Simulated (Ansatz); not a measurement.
# F2H2Si: the cost of one run

Method: RKS LDA/def2-SVP, in Ansatz 0.2.0.

**1. The structure to begin with**

Bond lengths: Si1–H2 1.460 Å, Si1–F3 1.590 Å, Si1–H4 1.459 Å, Si1–F5 1.589 Å. Angles: H2–Si1–F3 109.5°, H2–Si1–H4 109.5°, H2–Si1–F5 109.5°, F3–Si1–H4 109.5°, F3–Si1–F5 109.5°, H4–Si1–F5 109.5°.

As a file:

```xyz
5

Si    0.0000    0.0000    0.0000
H     0.0000    0.0000    1.4600
F     1.4994    0.0000   -0.5295
H    -0.6877    1.1914   -0.4862
F    -0.7489   -1.2974   -0.5295
```

**2. Preparing the start**

Input file input.yaml:

```yaml
crystal:
  periodic: [false, false, false]
  atoms:
    - { symbol: Si, position_ang: [0.0, 0.0, 0.0] }
    - { symbol: H, position_ang: [0.0, 0.0, 1.46] }
    - { symbol: F, position_ang: [1.4994, 0.0, -0.5295] }
    - { symbol: H, position_ang: [-0.6877, 1.1914, -0.4862] }
    - { symbol: F, position_ang: [-0.7489, -1.2974, -0.5295] }
basis:
  gaussian: { orbitals: def2-SVP }
hamiltonian:
  xc: lda
relax:
  f_tol: 0.02
  max_steps: 40
```

Command:

```console
ansatz run input.yaml --threads 1 --pin off --max-ram 2048MiB --backend cpu --events-out ev --progress --plain --runs-dir out
```

Q: Estimate wall time and peak memory on 1 thread of Arm Neoverse V1, shared host.

About 3.7 s, with a peak of 0.1 GiB.
